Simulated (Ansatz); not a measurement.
Task: a single point in a Gaussian basis of C3H7NO, SMILES CC(N)C=O, with Ansatz 0.2.0 through its Python package. Give the script and its output. Level of theory: Hartree-Fock, def2-SVPD basis, multiplicity 1.

```xyz
12

C    -0.8833   -1.0037    0.0100
C     0.0309    0.1783    0.2819
N     1.3877   -0.3011    0.2231
C    -0.0597    1.2857   -0.7631
O    -0.2062    2.4619   -0.4955
H    -1.9664   -0.5819    0.0042
H    -0.8176   -1.7459    0.7566
H    -0.7124   -1.3893   -0.9927
H    -0.1697    0.6240    1.3124
H     2.0455    0.4714    0.5069
H     1.5448   -1.0047    0.9855
H    -0.1167    0.9501   -1.7953
```

`energy_c3h7no.py`:
```python
# -*- coding: utf-8 -*-
from pathlib import Path

import ansatz as az
import numpy as np

GEOMETRY = '''
C    -0.88330   -1.00370    0.01000
C     0.03090    0.17830    0.28190
N     1.38770   -0.30110    0.22310
C    -0.05970    1.28570   -0.76310
O    -0.20620    2.46190   -0.49550
H    -1.96640   -0.58190    0.00420
H    -0.81760   -1.74590    0.75660
H    -0.71240   -1.38930   -0.99270
H    -0.16970    0.62400    1.31240
H     2.04550    0.47140    0.50690
H     1.54480   -1.00470    0.98550
H    -0.11670    0.95010   -1.79530
'''

mol = az.Crystal.molecule()
for line in GEOMETRY.strip().splitlines():
    symbol, *xyz = line.split()
    mol = mol.atom(symbol, [float(v) for v in xyz])

model = (
    mol.calculation()
    .basis(gaussian='def2-SVPD')
    .functional('hf')
    .forces()
    .orbitals()
)
print(model.to_yaml())
done = model.run(threads=1, runs_dir='runs')
r = done.report

print('reference energy %16.6f eV' % r['reference_energy_ev'])
print('total energy     %16.6f eV' % r['free_energy_ev'])
print('occupied orbitals outside the frozen core (up, down):', r['n_occupied'], ' frozen:', r['n_frozen'], ' virtual:', r['n_virtual'])

field = r['mean_field']
print('<S^2> =', round(abs(field['state']['spin_squared']), 4), ' all-electron relativity setting:', field['relativity'])
print('passes:', field['passes'])
if 'symmetry' in field:
    print('occupied orbitals by irrep:', field['symmetry']['occupied'])

symbols = [site.symbol for site in mol.cartesian_sites]
forces = np.array(r['forces_ev_ang'])
print('largest force', round(float(np.linalg.norm(forces, axis=1).max()), 4), 'eV/A, rms', round(float(np.sqrt((forces ** 2).mean())), 4))

charges = r['charge_distribution']
print('dipole moment', round(4.803205 * float(np.linalg.norm(charges['dipole_moment_e_ang'])), 3), 'D')
print('Mulliken:', [(s, round(q, 3)) for s, q in zip(symbols, charges['mulliken_charges_e'])])

lines = Path(r['orbitals_path']).read_text().splitlines()
field_of = lambda key: [line.split('=')[1].strip() for line in lines if line.startswith(key)]
orbitals = [(27.211386 * float(e), s, float(n)) for e, s, n in zip(field_of('Ene='), field_of('Spin='), field_of('Occup='))]
homo = max(e for e, _, n in orbitals if n > 0.5)
lumo = min(e for e, _, n in orbitals if n < 0.5)
for e, spin, n in sorted(orbitals):
    if homo - 15 < e < lumo + 5:
        print(f'{spin:6s} {e:10.3f} eV  occupation {n:.0f}')
```

`python energy_c3h7no.py` gives:
```text
crystal:
  periodic: [false, false, false]
  atoms:
    - { symbol: C, position_ang: [-0.8833, -1.0037, 0.01] }
    - { symbol: C, position_ang: [0.0309, 0.1783, 0.2819] }
    - { symbol: "N", position_ang: [1.3877, -0.3011, 0.2231] }
    - { symbol: C, position_ang: [-0.0597, 1.2857, -0.7631] }
    - { symbol: O, position_ang: [-0.2062, 2.4619, -0.4955] }
    - { symbol: H, position_ang: [-1.9664, -0.5819, 0.0042] }
    - { symbol: H, position_ang: [-0.8176, -1.7459, 0.7566] }
    - { symbol: H, position_ang: [-0.7124, -1.3893, -0.9927] }
    - { symbol: H, position_ang: [-0.1697, 0.624, 1.3124] }
    - { symbol: H, position_ang: [2.0455, 0.4714, 0.5069] }
    - { symbol: H, position_ang: [1.5448, -1.0047, 0.9855] }
    - { symbol: H, position_ang: [-0.1167, 0.9501, -1.7953] }
basis:
  gaussian:
    orbitals: def2-SVPD
hamiltonian:
  xc: hf
output:
  orbitals: {}
  forces: true

reference energy     -6715.546331 eV
total energy         -6715.546331 eV
occupied orbitals outside the frozen core (up, down): [20, 20]  frozen: 0  virtual: [139, 139]
<S^2> = 0.0  all-electron relativity setting: none
passes: {'evaluations': 13, 'products': 31}
occupied orbitals by irrep: [{'A': 20}, {'A': 20}]
largest force 4.2669 eV/A, rms 1.3858
dipole moment 3.086 D
Mulliken: [('C', 0.437), ('C', -0.524), ('N', -0.457), ('C', 0.856), ('O', -0.64), ('H', 0.249), ('H', -0.087), ('H', 0.055), ('H', -0.008), ('H', 0.11), ('H', 0.103), ('H', -0.094)]
Alpha     -24.271 eV  occupation 2
Alpha     -21.363 eV  occupation 2
Alpha     -18.669 eV  occupation 2
Alpha     -18.276 eV  occupation 2
Alpha     -17.296 eV  occupation 2
Alpha     -16.989 eV  occupation 2
Alpha     -15.584 eV  occupation 2
Alpha     -14.695 eV  occupation 2
Alpha     -14.311 eV  occupation 2
Alpha     -13.823 eV  occupation 2
Alpha     -11.771 eV  occupation 2
Alpha     -11.213 eV  occupation 2
Alpha       2.685 eV  occupation 0
Alpha       2.985 eV  occupation 0
Alpha       3.317 eV  occupation 0
Alpha       3.715 eV  occupation 0
Alpha       4.102 eV  occupation 0
Alpha       4.624 eV  occupation 0
Alpha       4.940 eV  occupation 0
Alpha       5.039 eV  occupation 0
Alpha       5.451 eV  occupation 0
Alpha       6.022 eV  occupation 0
Alpha       6.358 eV  occupation 0
Alpha       6.440 eV  occupation 0
Alpha       6.577 eV  occupation 0
Alpha       6.771 eV  occupation 0
Alpha       7.365 eV  occupation 0
```

Notes:
- Total energies depend on the basis set; only differences at equal settings carry meaning.
- The geometry is a force-field or estimated start, not a minimum of this method, and the basis set is short of its limit.
- Alpha marks a spatial orbital of a restricted run, filled by both spins.
- Levels such as HOMO and LUMO are orbital energies: in Hartree-Fock the gap is too wide and the LUMO hangs on the basis.
- Mulliken charges are unreliable in a basis with diffuse functions.
- Run time: 4.4 s on 1 thread of Arm Neoverse V2, on a shared host, peak memory 0.45 GiB.
